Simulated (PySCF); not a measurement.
# S2O (Disulfur monoxide): levels of theory compared

Aim: a comparison of 6 runs (HF/3-21G, HF/6-31G, HF/def2-SVP, BLYP/STO-3G, B3LYP/6-31G*, PBE/6-31+G*) of S2O (Disulfur monoxide). Input form: a Python script.

The results are computed with PySCF 2.14.0.

### Step 1. The molecule

S2O has 3 atoms, charge 0, and is taken as a singlet. SMILES: `O=S=S`. The shape is that of a PBE0-D4/def2-TZVP optimisation.

Bond lengths: O1–S2 1.453 Å, S2–S3 1.880 Å. Angles: O1–S2–S3 117.8°.

### Step 2. Energy and gradient at HF/3-21G (run 1)

Input file job.py:

```python
# Disulfur monoxide
from pyscf import gto

system = gto.M(
    atom='''
O      0.853457     2.275268     0.931956
S      0.999892    -0.388358     0.281456
S     -1.853330    -1.886910    -1.213412
''',
    max_memory=1860,
    unit='bohr',
    verbose=4,
    basis='3-21g',
    charge=0,
)

mf = system.RHF()
mf.conv_tol = 1e-10
mf.kernel()
if not mf.converged:
    mf = mf.newton().run(mf.mo_coeff, mf.mo_occ)

energy = mf.e_tot
print('E(%s) = %.9f' % ('HF', energy))
grad = mf.nuc_grad_method().kernel()
mf.analyze()
```

On the command line:

```console
$ OMP_NUM_THREADS=1 python job.py
```

The program printed:

```text
PySCF version 2.14.0

[... 75 lines left out ...]
Total Energy =                        -865.384894119426463
[... 9 lines left out ...]
MO #3   energy= -20.5344245611129  occ= 2
[... 7 lines left out ...]
MO #11  energy= -6.61501411730607  occ= 2
[... 7 lines left out ...]
MO #19  energy= -0.403330072323282 occ= 2
[... 7 lines left out ...]
MO #27  energy= 0.681898414734196  occ= 0
[... 7 lines left out ...]
MO #35  energy= 3.01181054335274   occ= 0
[... 41 lines left out ...]
Dipole moment(X, Y, Z, Debye):  1.61766, -1.22436,  0.29718
```

Run time: 2.9 s. Hardware: 1 thread of Intel Xeon at 2.50GHz (Skylake/Cascade Lake), shared host; peak memory 0.12 GiB.

### Step 3. Energy and forces at HF/6-31G (run 2)

Input file run.py:

```python
import pyscf.grad
from pyscf import gto, scf

system = gto.M(
    atom='''
O      0.853457     2.275268     0.931956
S      0.999892    -0.388358     0.281456
S     -1.853330    -1.886910    -1.213412
''',
    spin=0,
    max_memory=1860,
    basis='6-31g',
    unit='bohr',
    verbose=4,
)

hf = scf.RHF(system)
hf.conv_tol = 1e-10
hf.kernel()
if not hf.converged:
    hf = hf.newton().run(hf.mo_coeff, hf.mo_occ)

energy = hf.e_tot
print(f'total energy: {energy:.8f} hartree')
grad = hf.Gradients().kernel()
dip = hf.dip_moment()
pop, q = hf.mulliken_pop()
```

On the command line:

```console
$ OMP_NUM_THREADS=1 python run.py
```

The program printed:

```text
PySCF version 2.14.0

[... 63 lines left out ...]
converged SCF energy = -869.604080056634
total energy: -869.60408006 hartree
[... 9 lines left out ...]
Dipole moment(X, Y, Z, Debye):  1.20199, -1.83396, -0.02442
[... 39 lines left out ...]
charge of    2S =     -0.15131
```

Run time: 4.8 s. Hardware: 1 thread of Intel Xeon at 2.50GHz (Skylake/Cascade Lake), shared host; peak memory 0.12 GiB.

Run 3 isn't shown in full; the table further down has it.

### Step 4. Energy and gradient at BLYP/STO-3G (run 4)

Input file input.xyz:

```xyz
3
OS2
O      0.451630     1.204020     0.493170
S      0.529120    -0.205510     0.148940
S     -0.980740    -0.998510    -0.642110
```

Input file run.py:

```python
from pyscf import gto, dft

system = gto.M(
    atom='input.xyz',
    verbose=4,
    max_memory=1860,
    basis='sto-3g',
)

mf = dft.RKS(system)
mf.xc = 'blyp'
mf.conv_tol = 1e-10
mf.grids.level = 5
mf.kernel()
if not mf.converged:
    mf = mf.newton().run(mf.mo_coeff, mf.mo_occ)

etot = mf.e_tot
print('E(%s) = %.9f' % ('BLYP', etot))
grad = mf.nuc_grad_method().kernel()
mf.analyze()
```

On the command line:

```console
$ OMP_NUM_THREADS=1 python run.py
```

The program printed:

```text
PySCF version 2.14.0

[... 94 lines left out ...]
Two-electron Coulomb Energy =          535.892056620490280
[... 7 lines left out ...]
MO #5   energy= -7.25590850861684  occ= 2
[... 5 lines left out ...]
MO #11  energy= -5.25969217609284  occ= 2
[... 5 lines left out ...]
MO #17  energy= -0.257341364035692 occ= 2
[... 5 lines left out ...]
MO #23  energy= 0.299490573232676  occ= 0
[... 29 lines left out ...]
Dipole moment(X, Y, Z, Debye):  0.82215, -0.56428,  0.16642
```

It took 8.4 s on 1 thread of Intel Xeon at 2.50GHz (Skylake/Cascade Lake), shared host; peak memory 0.3 GiB.

Run 5 isn't shown in full; the table further down has it.

### Step 5. Energy and gradient at PBE/6-31+G(d) (spherical functions) (run 6)

Input file job.py:

```python
from pyscf import gto, dft

system = gto.M(
    atom='O 0.451630 1.204020 0.493170; S 0.529120 -0.205510 0.148940; S -0.980740 -0.998510 -0.642110',
    basis='6-31+g*',
    verbose=4,
    max_memory=1860,
)

myscf = dft.RKS(system)
myscf.xc = 'pbe'
myscf.grids.level = 5
myscf.conv_tol = 1e-10
myscf.kernel()
if not myscf.converged:
    myscf = myscf.newton().run(myscf.mo_coeff, myscf.mo_occ)

e_tot = myscf.e_tot
print('E = %.10f Eh' % e_tot)
grad = myscf.nuc_grad_method().kernel()
dip = myscf.dip_moment()
pop, q = myscf.mulliken_pop()
```

On the command line:

```console
$ OMP_NUM_THREADS=1 python job.py
```

The program printed:

```text
PySCF version 2.14.0

[... 78 lines left out ...]
converged SCF energy = -871.125944540966
[... 11 lines left out ...]
Dipole moment(X, Y, Z, Debye):  0.55814, -1.32951, -0.13816
[... 66 lines left out ...]
charge of    2S =     -0.03296
```

Wall time 28 s (1 thread of Intel Xeon at 2.50GHz (Skylake/Cascade Lake), shared host); peak memory 0.61 GiB.

### Step 6. All runs side by side

```tsv
run	level	integration grid	Cartesian functions	energy (Eh)	dipole moment (D)	HOMO energy (eV)	LUMO energy (eV)	wall time
1	HF/3-21G	–	no	-865.384894	2.05	-10.95	-1.17	2.9 s
2	HF/6-31G	–	no	-869.604080	2.19	-11.17	-1.52	4.8 s
3	HF/def2-SVP	–	no	-869.525139	2.07	-10.97	-0.63	4.2 s
4	BLYP/STO-3G	5	no	-861.517504	1.01	-1.48	-0.08	8.4 s
5	B3LYP/6-31G* (Cartesian functions)	5	yes	-871.553212	1.46	-7.76	-4.05	19 s
6	PBE/6-31+G* (spherical functions)	5	no	-871.125945	1.45	-6.97	-4.86	28 s
```

### Step 7. Results

```
                       quantity          value
            run 6: total energy  -871.12594 Eh
           run 6: dipole moment         1.45 D
             run 6: HOMO energy       -6.97 eV
             run 6: LUMO energy       -4.86 eV
           run 6: HOMO–LUMO gap        2.11 eV
run 6: largest force on an atom     3.111 eV/Å
```

**Reading.** The dipole moment (its size) runs from 1.01 D (BLYP/STO-3G) to 2.19 D (HF/6-31G). The two ends differ in method and basis. The HOMO–LUMO gap runs from 1.40 eV (BLYP/STO-3G) to 10.34 eV (HF/def2-SVP). Totals of different functionals can't be ranked against each other. In run 4 the basis is minimal, so the values are rough. All runs together took 68 s, the longest 28 s.
